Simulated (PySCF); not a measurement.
Series SiH3-X, H atom removed: substituent effects on one reactive site. Gas-phase values, no solvent. One relaxed conformer stands for each flexible species; it need not be the lowest. Strings in code marks are SMILES.

The numbers are results of r2SCAN-D4/def2-TZVP in PySCF, not measurements. 

```tsv
species	dipole moment (D)
X = H, H atom removed	0.05
X = iodo, parent (`[SiH3]I`)	1.11
X = vinyl, H atom removed (`C(=C)[SiH2]`)	–
X = boryl, parent (`B[SiH3]`)	?
```

Question: Fill in the missing entries.

Answer: 
- X = boryl, parent (`B[SiH3]`), dipole moment (D): 0.34
